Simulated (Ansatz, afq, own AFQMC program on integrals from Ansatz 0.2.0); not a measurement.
Integrals from Ansatz 0.2.0, then the random walk in our own AFQMC program (afq).

```yaml
crystal:
  periodic: [false, false, false]
  atoms:
    - {symbol: Al, position_ang: [0.000000, 0.000000, 0.000000]}
    - {symbol: N, position_ang: [0.000000, 0.000000, 1.979000]}
basis:
  gaussian: {orbitals: 6-31G}
magnetization: {spin_polarized: true, initial_magnetization: 2}
correlation: {method: ccsd_t, electrons: outside_noble_gas, hamiltonian_folder: ham}
```

```sh
$ ansatz run in.yaml --threads 1 --pin off --events-out ev --progress --plain --max-ram 24576MiB --backend cuda --devices 0, --max-vram 18GiB
```

afq runs on the folder ham with

```
--method phaseless --trial cisd --walkers 4000 --populations 20 --least-time 60 --time-step 0.005 --steps-per-block 50 --equilibration-blocks 28 --max-blocks 4000 --target-error 0.00017 --factor-cut 1e-05 --start spin_pure --seed 6725 --release-times 0.24,0.51,0.99,1.62,2.4 --release-step 0.03 --release-every 3 --taylor-order 6
```

Times are imaginary, in 1/Eh. The walk had a cap of 122 s. With eight or more populations the least sampling time is a fifth of least-time, and the error comes from their spread.

Log:

```
orbitals 16  electrons 5 3  factors 87 of 270
reference energy -296.25114724 Eh
CCSD correlation -0.10202679 Eh in 13 cycles, weight of the determinant in the CISD state 0.9088
energy of the start -296.352990 Eh
 block  time / (1/Eh)  mean weight  energy / Eh
     1     0.250  0.9999  -296.352342
     2     0.500  1.0001  -296.352623
     3     0.750  0.9999  -296.353225
     4     1.000  0.9999  -296.353420
     5     1.250  1.0002  -296.353741
     8     2.000  0.9999  -296.354672
    11     2.750  0.9999  -296.354818
    14     3.500  0.9998  -296.354898
    17     4.250  0.9998  -296.354702
    20     5.000  0.9999  -296.355009
    23     5.750  1.0000  -296.354940
    24     6.000  1.0000  -296.357307
    26     6.500  0.9998  -296.355153
    29     7.250  0.9999  -296.354971
    32     8.000  1.0002  -296.354943
    35     8.750  1.0001  -296.355093
    38     9.500  1.0000  -296.355163
    41    10.250  1.0002  -296.354955
    44    11.000  1.0000  -296.354878
    47    11.750  1.0000  -296.355399
    50    12.500  1.0000  -296.355576
    53    13.250  0.9999  -296.354909
    54    13.500  1.0000  -296.354589
    56    14.000  1.0000  -296.354996
    59    14.750  1.0001  -296.356012
    62    15.500  1.0003  -296.355337
    65    16.250  1.0002  -296.355009
    68    17.000  1.0000  -296.355351
    71    17.750  1.0001  -296.355518
    74    18.500  1.0001  -296.355258
    77    19.250  1.0002  -296.354690
    78    19.500  1.0000  -296.354830
error from the spread of 20 populations
released: time / (1/Eh)  energy / Eh  error  mean overlap
  0.24  -296.355318  0.000060  1.0006
  0.51  -296.355347  0.000071  1.0001
  0.99  -296.355437  0.000066  0.9963
  1.62  -296.355470  0.000058  0.9938
  2.40  -296.355523  0.000080  0.9901
energy -296.355184 +/- 0.000072 Eh
(rows thinned)
```

The run passed its tests (sampling time, drift between the halves within three errors, error under three times the target), which doesn't prove that it has relaxed.

Against this walk (error 2.0 meV) on the same determinant: CCSD(T) 9.9 meV higher, CCSDT(Q) 9.2 meV lower, CCSDTQ 9.7 meV lower, full CI 9.8 meV lower. The error is statistical and leaves out the bias of the constraint. Released to 2.40 1/Eh the energy lies 9 ± 3 meV (both errors) below the phaseless value, which shows part or all of the bias of the constraint, and full CI lies 0.5 meV below the released value. Full CI is exact here, so the walk's 10 meV above it is the walk's own error: the bias of the constraint with this trial.

Cautions: constraint bias not in the error; lower spins were not checked; the determinant is a saddle point among determinants of its kind.

The walk took 18 s on 1 × NVIDIA H100 80GB HBM3 with 2 threads of AMD EPYC 7R13 Processor (Zen 3), with other jobs on the host (the card was shared). The log's last line is the phaseless energy.

CCSDT and higher add their correlation energy to the determinant of the CCSD(T) run, since their own runs factorise the integrals more tightly (a shift of under 2 meV). A walk keeps the symmetry of its determinant, which the program's search chose and which needn't be the lowest solution, so a lower state of the same spin and another symmetry isn't excluded.
